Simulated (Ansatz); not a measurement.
hcp Lu, treated with RPBE in Ansatz (plane waves, PAW).

Input file:

Ansatz 0.2 input:
```yaml
crystal:
  lattice:
    - [1.7662710548, -3.0592712068, 0.0]
    - [1.7662710548, 3.0592712068, 0.0]
    - [0.0, 0.0, 5.5231007998]
  atoms:
    - { symbol: Lu, position: [0.3333333333, 0.6666666667, 0.25] }
    - { symbol: Lu, position: [0.6666666667, 0.3333333333, 0.75] }
basis:
  ecutwfc: 520
  ecutrho_ratio: 4
  xc_grid: 2
kpoints:
  mp_grid: { grid: [18, 18, 10] }
hamiltonian:
  xc: rpbe
  dispersion: none
  pseudopotentials: { kind: paw }
scf:
  occupations: { method: fermi_dirac, width: 0.05 }
output:
  forces: true
  stress: true
  eigenvalues: true
relax:
  f_tol: 0.004
  escape_saddle: false
  max_steps: 80
  cell: { stress_tol: 0.02, fix: [volume] }
```

The run printed, among other lines:

```
Relaxation: its limit of steps is 80 (relax.max_steps)
Crystal: 2 atoms, lattice volume = 59.688 Å³
Basis set: ecut = 520 eV, 1641 PW (Γ), exchange–correlation on 54×54×90 points (8 copies of the dense FFT grid, shifted against one another)
Bands: 31, of which v1, the nominal top of the filled ones, is band 25 counted from 1 (24 counted from 0)
Symmetry: 24 space group operations
Space group: P63/mmc (ITA 194), of the structure as read, at distance tolerance 3.9e-5 Å
k-points: 222 of 3240
Functional: x = rpbe, c = pbe(β = 0.06672455060314922)
SCF iter   1: F=—  HF=-29489.495846 eV  |F-HF|=—  |Δ(HF+E_count)|=         —  Δρ=2.61e-3  dr2=2.58e-3
SCF iter   2: F=—  HF=-29489.495217 eV  |F-HF|=—  |Δ(HF+E_count)|=   6.30e-4  Δρ=1.74e-3  dr2=1.31e-3
  ...
SCF 1 converged in 8 iterations: F = -29489.495565 eV  dr2 = 3.08e-9
Crystal: 2 atoms, lattice volume = 59.688 Å³
Initial density: handed on by an earlier stage of this run
SCF 2 converged in 4 iterations: F = -29489.495573 eV  dr2 = 1.72e-9
Crystal: 2 atoms, lattice volume = 59.688 Å³
SCF iter   5: F=—  HF=-29489.495573 eV  |F-HF|=—  |Δ(HF+E_count)|=  2.18e-11  Δρ=9.62e-8  dr2=7.18e-12
SCF iter   6: F=-29489.495573 eV  HF=-29489.495573 eV  |F-HF|=7.28e-12  |Δ(HF+E_count)|=    0.00e0  Δρ=7.17e-8  dr2=2.11e-12
SCF 3 converged in 6 iterations: F = -29489.495573 eV  dr2 = 2.11e-12
SCF converged after 6 iterations
Free energy (F): -29489.495573 eV
Internal energy: -29489.465608 eV  (E = F + TS)
E sigma→0 (E₀):  -29489.480591 eV
Fermi energy:    13.449976 eV
--- Forces (eV/Å), atoms counted from 1 ---
  atom   1  Lu    -0.00000000     0.00000000     0.00000000
  atom   2  Lu    -0.00000000     0.00000000     0.00000000
--- Stress (GPa, compression-positive) ---
        0.892807      -0.000000       0.000000
       -0.000000       0.892807       0.000000
        0.000000       0.000000       0.882529
  P = ⅓ Tr σ = 0.8894 GPa (8.894 kbar)
```

The cell is one volume of an energy–volume scan, off the minimum.

The PAW data were made under PBE.

Ansatz is a program for electronic structure.
